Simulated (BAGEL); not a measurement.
# CH3Cl (chloromethane) at 6 levels

Wanted: a comparison of 6 runs (HF/STO-3G, HF/3-21G, B3LYP/6-31G*, PBE0/def2-SVP, RI-MP2/6-31+G*) of CH3Cl (chloromethane). 

The results are computed with BAGEL 1.2.2.

4 further runs of the same task are left out: 1 that didn't finish, 3 set aside as unsound or not needed.

### 1 The system as given

The species is CH3Cl (5 atoms), meant as a singlet with charge 0. As SMILES, `CCl`. Geometry: relaxed at PBE0-D4/def2-TZVP.

Bond lengths: C1–Cl2 1.773 Å, C1–H3 1.087 Å, C1–H4 1.088 Å, C1–H5 1.088 Å. Angles: Cl2–C1–H3 108.7°, Cl2–C1–H4 108.7°, Cl2–C1–H5 108.6°, H3–C1–H4 110.3°, H3–C1–H5 110.3°, H4–C1–H5 110.3°.

### 2 A single-point energy at HF/STO-3G (run 1)

input.json

```json
{ "bagel": [

{
  "title": "molecule",
  "basis": "sto-3g",
  "df_basis": "qzvpp-jkfit",
  "angstrom": true,
  "geometry": [
    { "atom": "C", "xyz": [      -0.120900,       0.010000,       0.051300 ] },
    { "atom": "Cl", "xyz": [       1.469400,      -0.290800,      -0.672500 ] },
    { "atom": "H", "xyz": [      -0.284800,      -0.715400,       0.844700 ] },
    { "atom": "H", "xyz": [      -0.880000,      -0.097100,      -0.720100 ] },
    { "atom": "H", "xyz": [      -0.133800,       1.019700,       0.455100 ] }
  ]
},

{ "title": "hf", "df": false },

{ "title": "print", "file": "orbitals.molden", "orbitals": true }

]}
```

Command:

```bash
BAGEL_NUM_THREADS=1 BAGEL input.json > input.out
```

Standard output:

```text
* using 1 threads per process

  ===============================================================
  ===============================================================

  *** Geometry ***

  { "atom" : "C", "xyz" : [     -0.228468,      0.018897,      0.096943 ] },
  { "atom" : "Cl", "xyz" : [      2.776764,     -0.549532,     -1.270841 ] },
  { "atom" : "H", "xyz" : [     -0.538194,     -1.351910,      1.596252 ] },
  { "atom" : "H", "xyz" : [     -1.662959,     -0.183492,     -1.360792 ] },
  { "atom" : "H", "xyz" : [     -0.252845,      1.926954,      0.860014 ] },

  Number of auxiliary basis functions:      257

  Since a DF basis is specified, we compute 2- and 3-index integrals:
    o Being stored without compression. Storage requirement is 0.001 GB

  Number of basis functions:       17
  Number of electrons      :       26

    * METHOD: MOLECULE                             0.03

  *** RHF ***

  === Nuclear Repulsion ===
    51.5382871537

      * DIIS with orbital gradients will be used.

  === RHF iteration (sto-3g) ===
      0       -493.65083681          0.02427903           0.01
      1       -493.71807153          0.00560013           0.01
      2       -493.72217148          0.00146020           0.01
      3       -493.72243465          0.00010772           0.01
      4       -493.72243627          0.00001242           0.01
      5       -493.72243630          0.00000126           0.01
      6       -493.72243630          0.00000034           0.01
      7       -493.72243630          0.00000006           0.01
      8       -493.72243630          0.00000001           0.01
      9       -493.72243630          0.00000000           0.01
    * SCF iteration converged.

    * Permanent dipole moment:
           (    0.796116,    -0.150596,    -0.362324) a.u.

    * METHOD: HF                                   0.10

    * METHOD: PRINT                                0.00

  ===============================================================
```

Wall time 0.28 s (1 thread of Intel Xeon 6975P-C (Granite Rapids), shared host).

### 3 The energy at HF/3-21G (run 2)

calc.json

```json
{ "bagel" : [

{
  "title" : "molecule",
  "basis" : "3-21g",
  "df_basis" : "qzvpp-jkfit",
  "angstrom" : true,
  "geometry" : [
    { "atom" : "C", "xyz" : [      -0.120900,       0.010000,       0.051300 ] },
    { "atom" : "Cl", "xyz" : [       1.469400,      -0.290800,      -0.672500 ] },
    { "atom" : "H", "xyz" : [      -0.284800,      -0.715400,       0.844700 ] },
    { "atom" : "H", "xyz" : [      -0.880000,      -0.097100,      -0.720100 ] },
    { "atom" : "H", "xyz" : [      -0.133800,       1.019700,       0.455100 ] }
  ]
},

{
  "title" : "hf",
  "df" : false
},

{
  "title" : "print",
  "file" : "orbitals.molden",
  "orbitals" : true
}

]}
```

Command:

```bash
BAGEL_NUM_THREADS=1 BAGEL calc.json > calc.out
```

Standard output:

```text
* using 1 threads per process

  ===============================================================
  ===============================================================

  *** Geometry ***

  { "atom" : "C", "xyz" : [     -0.228468,      0.018897,      0.096943 ] },
  { "atom" : "Cl", "xyz" : [      2.776764,     -0.549532,     -1.270841 ] },
  { "atom" : "H", "xyz" : [     -0.538194,     -1.351910,      1.596252 ] },
  { "atom" : "H", "xyz" : [     -1.662959,     -0.183492,     -1.360792 ] },
  { "atom" : "H", "xyz" : [     -0.252845,      1.926954,      0.860014 ] },

  Number of auxiliary basis functions:      257

  Since a DF basis is specified, we compute 2- and 3-index integrals:
    o Being stored without compression. Storage requirement is 0.002 GB

  Number of basis functions:       28
  Number of electrons      :       26

    * METHOD: MOLECULE                             0.03

  *** RHF ***

  === Nuclear Repulsion ===
    51.5382871537

      * DIIS with orbital gradients will be used.

  === RHF iteration (3-21g) ===
      0       -494.36605462          0.04331608           0.01
      1       -496.55469278          0.02652162           0.01
      2       -496.67774083          0.00601266           0.01
[... 9 lines of this table left out ...]
     12       -496.68449152          0.00000000           0.01
    * SCF iteration converged.

    * Permanent dipole moment:
           (    0.865364,    -0.163703,    -0.393845) a.u.

    * METHOD: HF                                   0.13

    * METHOD: PRINT                                0.00

  ===============================================================
```

It took 0.32 s on 1 thread of Intel Xeon 6975P-C (Granite Rapids), shared host.

Runs 3 to 5 aren't shown in full; the table further down has their settings and results.

### 4 Energy and gradient at RI-MP2/6-31+G(d) (density fitting with qzvpp-jkfit, cc-pv5z-ri for correlation, spherical functions) (run 6)

input.json

```json
{ "bagel": [

{
  "title": "molecule",
  "basis": "6-31+gs.json",
  "df_basis": "qzvpp-jkfit",
  "angstrom": false,
  "geometry": [
    { "atom": "C", "xyz": [ -0.22846789,  0.01889726,  0.09694295 ] },
    { "atom": "Cl", "xyz": [  2.77676357, -0.54953236, -1.27084082 ] },
    { "atom": "H", "xyz": [ -0.53819400, -1.35191007,  1.59625166 ] },
    { "atom": "H", "xyz": [ -1.66295899, -0.18349241, -1.36079178 ] },
    { "atom": "H", "xyz": [ -0.25284536,  1.92695373,  0.86001436 ] }
  ]
},
{
  "title": "force",
  "method": [
    {
      "title": "mp2",
      "ncore": 6,
      "aux_basis": "cc-pv5z-ri"
    }
  ]
}

]}
```

The basis set 6-31+G* is read from a file made from the Basis Set Exchange's data (not shown).

Command:

```bash
BAGEL_NUM_THREADS=1 BAGEL input.json > input.out
```

Standard output:

```text
* using 1 threads per process

  ===============================================================
  ===============================================================

  *** Geometry ***

[... 31 lines left out ...]
    * SCF iteration converged.
[... 1 line left out ...]
    * Permanent dipole moment:
[... 13 lines left out ...]
      MP2 correlation energy:   -0.2607484146
[... 1 line left out ...]
    * Permanent dipole moment: MP2 unrelaxed
[... 10 lines left out ...]
    * Permanent dipole moment: MP2 relaxed
[... 2 lines left out ...]
  * Nuclear energy gradient

    o Atom   0
        x          0.0004589165
        y         -0.0001330825
        z         -0.0001517839
    o Atom   1
        x         -0.0035695337
        y          0.0006816442
        z          0.0016233585
    o Atom   2
        x          0.0009420670
        y          0.0003655100
        z         -0.0009473052
    o Atom   3
        x          0.0013285854
        y         -0.0000807533
        z          0.0001317098
    o Atom   4
        x          0.0008399648
        y         -0.0008333183
        z         -0.0006559791

    * METHOD: FORCE                                1.37

  ===============================================================
```

It took 1.6 s on 1 thread of Intel Xeon 6975P-C (Granite Rapids), shared host.

### 5 Overview of the runs

```tsv
run	level	integral approximation	task	energy (Eh)	dipole moment (D)	wall time
1	HF/STO-3G	none	energy	-493.722436	2.26	0.28 s
2	HF/3-21G	none	energy	-496.684492	2.45	0.32 s
3	B3LYP/6-31G* (density fitting with qzvpp-jkfit, spherical functions)	qzvpp-jkfit	gradient	-500.104079	2.01	2.5 s
4	B3LYP/6-31G* (density fitting with qzvpp-jkfit, Cartesian functions)	qzvpp-jkfit	gradient	-500.108176	2.01	2.5 s
5	PBE0/def2-SVP (density fitting with qzvpp-jkfit)	qzvpp-jkfit	gradient	-499.728448	1.88	2.7 s
6	RI-MP2/6-31+G* (density fitting with qzvpp-jkfit, cc-pv5z-ri for correlation, spherical functions)	qzvpp-jkfit	gradient	-499.352831	2.10	1.6 s
```

### 6 What came out

| quantity | value |
| --- | --- |
| run 6: total energy | -499.35283 Eh |
| run 6: dipole moment (of the density that the program reports) | 2.10 D |
| run 6: correlation energy (6 core orbitals frozen) | -260.7 mEh |
| run 6: largest force on an atom | 0.205 eV/Å |

**Reading.** The dipole moment (its size) runs from 1.88 D (PBE0/def2-SVP) to 2.45 D (HF/3-21G). The two ends differ in method and basis. Totals of different functionals can't be ranked against each other. In run 1 the basis is minimal, so the values are rough. All runs together took 9.9 s, the longest 2.7 s.
